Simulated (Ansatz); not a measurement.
**C2H3F3 (1,1,2-trifluoroethane): BCCD(T)/def2-SVP**

What is the vertical ionisation energy of C2H3F3 (1,1,2-trifluoroethane) at BCCD(T)/def2-SVP? 

The results are computed with Ansatz 0.2.0.

54 further runs of the same task are left out: 54 set aside as unsound or not needed.

### 1 Starting point

C2H3F3 has 8 atoms, charge 0, and is taken as a singlet. As SMILES, `FCC(F)F`. The shape is that of a PBE0-D4/def2-TZVP optimisation. This is one conformer, not always the lowest.

Bond lengths: F1–C2 1.372 Å, C2–C3 1.509 Å, C3–F4 1.352 Å, C3–F5 1.356 Å, C2–H6 1.093 Å, C2–H7 1.093 Å, C3–H8 1.095 Å. Some angles: F1–C2–C3 109.3°, C2–C3–F4 110.4°, C2–C3–F5 108.3°, F4–C3–F5 107.9°, F1–C2–H6 109.4°, F1–C2–H7 109.2°, C3–C2–H6 109.5°, C3–C2–H7 109.4°, C2–C3–H8 113.0°, F4–C3–H8 108.2°.

### 2 A single-point energy at BCCD(T)/def2-SVP

The input, input.yaml:

```yaml
crystal:
  periodic: [false, false, false]
  atoms:
    - {symbol: F, position_ang: [-1.142800, -0.681000, 1.163100]}
    - {symbol: C, position_ang: [-0.188200, 0.195100, 0.711800]}
    - {symbol: C, position_ang: [0.172900, -0.152400, -0.711300]}
    - {symbol: F, position_ang: [0.824200, -1.335800, -0.756500]}
    - {symbol: F, position_ang: [1.011700, 0.803600, -1.182200]}
    - {symbol: H, position_ang: [0.701700, 0.118900, 1.342500]}
    - {symbol: H, position_ang: [-0.588500, 1.211500, 0.747300]}
    - {symbol: H, position_ang: [-0.698800, -0.217000, -1.370500]}
basis:
  gaussian: {orbitals: def2-SVP}
total_charge: 0
correlation: {method: bccd_t, frozen_orbitals: {C: 1, F: 1, H: 0}}
accuracy: high
scf: {omitted_lower_state_checks: [cluster_reference, increment]}
```

Started as:

```sh
$ ansatz run input.yaml --threads 1 --pin off --max-ram 3480MiB --events-out events.jsonl --progress --plain --runs-dir runs
```

What it wrote (excerpt; [...] marks lines left out):

```text
Warning: RAYON_NUM_THREADS=1 ignored (pool sized by the plan → 1); use --threads N
Functional definition: HF
  name "HF"
[...]
1972 factors; integrals over basis functions are off by at most 3.4e-9 eV
[...]
mean field -10217.63925733 eV, -375.4913169421 hartree, gradient 1.5e-8 eV, S^2 0.000000; 0 other end points of the search recorded, 0 dependent functions left out
5 core orbitals not correlated: weight in the atoms' cores, before any rotation towards them, 1.000 or more for the frozen orbitals, at most 0.000 for the correlated occupied ones
reference -10217.63925733 eV, -375.4913169421 hartree; 16, 16 occupied and 64, 64 virtual orbitals, 1972 factors
second order -22.30541549 eV of doubles, -0.00000000 eV of singles
cycle   1  -22.52419171 eV  change   -2.2e-1 eV  update   9.5e-2
[...]
cycle  19  -23.07153980 eV  change  -5.7e-10 eV  update   2.4e-9
perturbative correction -0.51231120 eV, -0.0188270893 hartree
Total energy: -10241.22310832 eV, -376.3580074806 hartree
Checks for a lower state left out: cluster_reference, increment
```

Run time: 37 s. Hardware: 1 thread of Arm Neoverse V1, shared host; peak memory 0.73 GiB.

### 3 The doublet cation

The input, job.yaml:

```yaml
basis:
  gaussian:
    orbitals: def2-SVP
crystal:
  periodic: [false, false, false]
  atoms:
    - {symbol: F, position_ang: [-1.142800, -0.681000, 1.163100]}
    - {symbol: C, position_ang: [-0.188200, 0.195100, 0.711800]}
    - {symbol: C, position_ang: [0.172900, -0.152400, -0.711300]}
    - {symbol: F, position_ang: [0.824200, -1.335800, -0.756500]}
    - {symbol: F, position_ang: [1.011700, 0.803600, -1.182200]}
    - {symbol: H, position_ang: [0.701700, 0.118900, 1.342500]}
    - {symbol: H, position_ang: [-0.588500, 1.211500, 0.747300]}
    - {symbol: H, position_ang: [-0.698800, -0.217000, -1.370500]}
total_charge: 1
magnetization:
  spin_polarized: true
  initial_magnetization: 1
correlation:
  method: bccd_t
  frozen_orbitals: {C: 1, F: 1, H: 0}
accuracy: high
scf:
  omitted_lower_state_checks: [cluster_reference, increment]
```

Started as:

```sh
$ ansatz run job.yaml --threads 1 --pin off --max-ram 3480MiB --events-out events.jsonl --progress --plain --runs-dir runs
```

What it wrote (excerpt; [...] marks lines left out):

```text
Warning: RAYON_NUM_THREADS=1 ignored (pool sized by the plan → 1); use --threads N
[... 2 set-up lines as earlier in the session ...]
[...]
1970 factors; integrals over basis functions are off by at most 3.4e-9 eV
[...]
mean field -10204.55931501 eV, -375.0106379279 hartree, gradient 3.7e-8 eV, S^2 0.763823; 6 other end points of the search recorded, 0 dependent functions left out
5 core orbitals not correlated: weight in the atoms' cores, before any rotation towards them, 1.000 or more for the frozen orbitals, at most 0.000 for the correlated occupied ones
reference -10204.55931501 eV, -375.0106379279 hartree; 16, 15 occupied and 64, 65 virtual orbitals, 1970 factors
second order -22.74358106 eV of doubles, -0.00000000 eV of singles
cycle   1  -22.47356616 eV  change    2.7e-1 eV  update   1.5e-1
[...]
cycle  40  -23.29690700 eV  change   7.4e-10 eV  update   3.7e-9
perturbative correction -0.75365920 eV, -0.0276964646 hartree
Total energy: -10228.60988121 eV, -375.8944799336 hartree
Checks for a lower state left out: cluster_reference, increment
```

Run time: 3.6 min. Hardware: 1 thread of Arm Neoverse V1, shared host; peak memory 1.5 GiB.

### 4 Results

Level: BCCD(T)/def2-SVP, 5 core orbitals frozen.

```
                                                   quantity          value
                               singlet C2H3F3: total energy  -376.35801 Eh
singlet C2H3F3: correlation energy (5 core orbitals frozen)     -866.7 mEh
                             singlet C2H3F3: (T) correction     -18.83 mEh
                               doublet cation: total energy  -375.89448 Eh
doublet cation: correlation energy (5 core orbitals frozen)     -883.8 mEh
                             doublet cation: (T) correction     -27.70 mEh
          doublet cation: ⟨S²⟩ of the reference determinant          0.764
         vertical ionisation energy (to the doublet cation)      12.613 eV
```

**Reading.** The vertical ionisation energy comes to 12.61 eV (291 kcal/mol). The triples (singlet C2H3F3) make up 2.2 % of the correlation energy. The triples (doublet cation) make up 3.1 % of the correlation energy.
